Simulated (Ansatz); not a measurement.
SrMoO₄ (I4₁/a, No. 88), treated with r²SCAN-D4 (plane waves, PAW; Ansatz, a first-principles code).

Settings: plane-wave cutoff 500 eV, 10×10×10 k mesh, gaussian smearing 0.02 eV, no spin polarisation, scalar-relativistic PAW data made under PBE.

Cell (relaxed at this level):

MoSrO₄ has the tetragonal space group I4₁/a, origin choice 1 (No. 88), Pearson symbol tI24. Cell: a = b = 5.395 Å, c = 11.936 Å, α = β = γ = 90.00°. Sr on 4a sees 8 O at 2.571–2.602 Å. Mo on 4b is surrounded by 4 O at 1.773 Å (tetrahedral). O on 16f sees 1 Mo at 1.773 Å and 2 Sr at 2.571–2.602 Å (trigonal planar). (Neighbours: up to the widest gap in distance over summed covalent radii, below 1.35, at either atom; cation-cation and far metal-metal contacts left out.)
(The calculation used a cell of 12 atoms; values per cell refer to that cell.)

Predict the band gap.


band gap: 4.16 eV (on the SCF k mesh)

Spin–orbit coupling is not included.

The computed numbers hold no vibrational or temperature effects.
